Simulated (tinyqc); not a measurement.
Worked calculation: UHF in the sto-3g basis, for CH2, spin multiplicity 1. One step of it, computed by the program tinyqc.

Task: Iteration 25 (converged): orbitals. Diagonalise F' = X^T F X, C = X C', fill 4 alpha and 4 beta electrons from the bottom; D(s) = C_occ C_occ^T. Each column has its largest component positive (the first on a tie).

converged F(alpha) (hartree), lower triangle:
```
             1C 1s      1C 2s     1C 2px     1C 2py     1C 2pz      2H 1s      3H 1s
1C 1s   -10.975681
1C 2s    -2.955607  -1.429219
1C 2px    0.000991   0.156676   0.094602
1C 2py    0.000000   0.000000   0.000000  -0.257231
1C 2pz   -0.014869  -0.123685  -0.248513   0.000000  -0.140307
2H 1s    -0.786755  -0.731906  -0.003769  -0.371653  -0.258164  -0.496478
3H 1s    -0.786755  -0.731906  -0.003769   0.371653  -0.258164  -0.247924  -0.496478
```

converged F(beta) (hartree), lower triangle:
```
             1C 1s      1C 2s    1C 2px     1C 2py     1C 2pz      2H 1s      3H 1s
1C 1s   -10.975681
1C 2s    -2.955607  -1.429219
1C 2px   -0.000991  -0.156676  0.094602
1C 2py    0.000000   0.000000  0.000000  -0.257231
1C 2pz   -0.014869  -0.123685  0.248513   0.000000  -0.140307
2H 1s    -0.786755  -0.731906  0.003769  -0.371653  -0.258164  -0.496478
3H 1s    -0.786755  -0.731906  0.003769   0.371653  -0.258164  -0.247924  -0.496478
```

X, lower triangle:
```
            1C 1s      1C 2s    1C 2px     1C 2py     1C 2pz      2H 1s     3H 1s
1C 1s    1.027176
1C 2s   -0.156320   1.328815
1C 2px   0.000000   0.000000  1.000000
1C 2py   0.000000   0.000000  0.000000   1.193814
1C 2pz  -0.013452   0.151869  0.000000   0.000000   1.075730
2H 1s    0.026737  -0.370580  0.000000  -0.305421  -0.185387   1.285389
3H 1s    0.026737  -0.370580  0.000000   0.305421  -0.185387  -0.032971  1.285389
```

Give: F' = X^T F X; orbital energies; coefficients C; F' = X^T F X; orbital energies; coefficients C; D(alpha) after iteration 25; D(beta) after iteration 25.

Result:

F' = X^T F X (alpha) (hartree), lower triangle:
```
         1       2       3       4       5       6      7
1  -10.741
2   -1.565  -0.503
3   -0.020   0.173   0.095
4    0.000   0.000   0.000   0.129
5   -0.032   0.119  -0.242   0.000   0.004
6   -0.122  -0.474  -0.017  -0.460  -0.273   0.055
7   -0.122  -0.474  -0.017   0.460  -0.273  -0.064  0.055
```

orbital energies (alpha) (hartree): MO1 -10.982, MO2 -0.823, MO3 -0.527, MO4 -0.355, MO5 0.286, MO6 0.719, MO7 0.775

coefficients C (alpha):
```
           MO1     MO2     MO3     MO4     MO5     MO6     MO7
1C 1s    0.993  -0.221   0.000   0.094  -0.083  -0.176   0.000
1C 2s    0.031   0.668   0.000  -0.459   0.375   1.135   0.000
1C 2px   0.000  -0.077   0.000   0.537   0.840  -0.014   0.000
1C 2py   0.000   0.000   0.534   0.000   0.000   0.000   1.152
1C 2pz   0.005   0.127   0.000   0.678  -0.409   0.779   0.000
2H 1s   -0.007   0.272   0.447   0.202  -0.120  -0.910  -0.873
3H 1s   -0.007   0.272  -0.447   0.202  -0.120  -0.910   0.873
```

F' = X^T F X (beta) (hartree), lower triangle:
```
         1       2      3       4       5       6      7
1  -10.741
2   -1.565  -0.503
3    0.020  -0.173  0.095
4    0.000   0.000  0.000   0.129
5   -0.032   0.119  0.242   0.000   0.004
6   -0.122  -0.474  0.017  -0.460  -0.273   0.055
7   -0.122  -0.474  0.017   0.460  -0.273  -0.064  0.055
```

orbital energies (beta) (hartree): MO1 -10.982, MO2 -0.823, MO3 -0.527, MO4 -0.355, MO5 0.286, MO6 0.719, MO7 0.775

coefficients C (beta):
```
           MO1     MO2     MO3     MO4     MO5     MO6     MO7
1C 1s    0.993  -0.221   0.000   0.094   0.083  -0.176   0.000
1C 2s    0.031   0.668   0.000  -0.459  -0.375   1.135   0.000
1C 2px   0.000   0.077   0.000  -0.537   0.840   0.014   0.000
1C 2py   0.000   0.000   0.534   0.000   0.000   0.000   1.152
1C 2pz   0.005   0.127   0.000   0.678   0.409   0.779   0.000
2H 1s   -0.007   0.272   0.447   0.202   0.120  -0.910  -0.873
3H 1s   -0.007   0.272  -0.447   0.202   0.120  -0.910   0.873
```

D(alpha) after iteration 25, lower triangle:
```
         1C 1s   1C 2s  1C 2px  1C 2py  1C 2pz   2H 1s  3H 1s
1C 1s    1.043
1C 2s   -0.160   0.659
1C 2px   0.067  -0.298   0.295
1C 2py   0.000   0.000   0.000   0.285
1C 2pz   0.041  -0.226   0.354   0.000   0.475
2H 1s   -0.048   0.089   0.088   0.239   0.171   0.314
3H 1s   -0.048   0.089   0.088  -0.239   0.171  -0.085  0.314
```

D(beta) after iteration 25, lower triangle:
```
         1C 1s   1C 2s  1C 2px  1C 2py  1C 2pz   2H 1s  3H 1s
1C 1s    1.043
1C 2s   -0.160   0.659
1C 2px  -0.067   0.298   0.295
1C 2py   0.000   0.000   0.000   0.285
1C 2pz   0.041  -0.226  -0.354   0.000   0.475
2H 1s   -0.048   0.089  -0.088   0.239   0.171   0.314
3H 1s   -0.048   0.089  -0.088  -0.239   0.171  -0.085  0.314
```
